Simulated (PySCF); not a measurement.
C3H4ClO2 (charge -1).
Geometry (PBE0-D3(BJ)/def2-SVP, Å), atoms numbered from 1 in this order:
```xyz
10
C3H4ClO2 angstrom
C     -1.704   -0.665   -0.181
O     -0.456   -0.853   -0.781
C      0.488    0.059   -0.373
Cl     0.303    1.673   -1.110
C      1.498   -0.214    0.530
O      2.430    0.483    0.977
H     -2.402   -1.421   -0.585
H     -2.107    0.342   -0.401
H     -1.648   -0.773    0.920
H      1.375   -1.297    0.858
```

Computed with PySCF at PBE0/pcSseg-1, non-relativistic, on one gas-phase PBE0-D3(BJ)/def2-SVP geometry that isn't relaxed in the solvent. The solvent is an IEF-PCM continuum (van der Waals radii × 1.2). Specific hydrogen bonds and non-electrostatic terms are outside this model.

| run | E − E(gas) (kcal/mol) | HOMO (eV) | HOMO–LUMO gap (eV) |
| --- | --- | --- | --- |
| gas | 0.00 | 0.21 | 5.18 |
| P | -47.80 | -3.54 | 6.20 |
| Q | -52.95 | -3.92 | 6.27 |

Question: The runs were made in chloroform and tetrahydrofuran. Which run belongs to which solvent?

Answer: P = chloroform, Q = tetrahydrofuran. The dielectric constants are 4.711 (chloroform), 7.426 (tetrahydrofuran), and the energy falls further as ε rises. In this model the ground state sees the solvent through ε alone.

Question: How constant is the ratio of the lowering to 1 − 1/ε?

Answer: 
```json
{"solvent": "chloroform", "1 − 1/ε": "0.788", "E − E(gas) (kcal/mol)": "-47.80", "ratio (kcal/mol)": "-60.7", "polarisation term (kcal/mol)": "-49.34"}
{"solvent": "tetrahydrofuran", "1 − 1/ε": "0.865", "E − E(gas) (kcal/mol)": "-52.95", "ratio (kcal/mol)": "-61.2", "polarisation term (kcal/mol)": "-54.96"}
```

The ratio changes by +0.8 % in size from chloroform to tetrahydrofuran. The polarisation term is half the interaction of the solute with the induced surface charges.
